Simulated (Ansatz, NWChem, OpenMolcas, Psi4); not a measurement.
Worked example: PH3 → PH2 + H

Species: PH3 (phosphine) `P`, singlet; PH2 `[PH2]`, doublet; H atom, doublet. 

Shapes, held fixed at every level: PBE0-D4/def2-TZVP. Programs: Ansatz 0.2.0, NWChem 7.3.0, OpenMolcas 26.06, Psi4 1.11. A level may come from different programs for different species; with the same settings they agree closely. The zero-point and thermal change to 298 K, harmonic and unscaled (PBE0-D4/def2-TZVP, UPBE0-D4/def2-TZVP), is -21.6 kJ/mol.

At B3LYP/6-31G* (spherical functions); 1 Eh = 2625.50 kJ/mol:

```
species  energy (Eh)
    PH3  -343.137775
    PH2  -342.501659
      H    -0.500273
```

Task: Work out ΔH(298 K) of the reaction at this level.

Result: 
1. Products less reactants: (-342.501659) + (-0.500273) − [(-343.137775)] = 0.135843 Eh = +356.7 kJ/mol.
2. With the thermal change: +356.7 + (-21.6) = +335.1 kJ/mol.

Other levels give +210.1 (HF/3-21G) to +343.7 kJ/mol (HF/STO-3G). No measured value is set beside it here. Open shells run unrestricted unless RO is named.
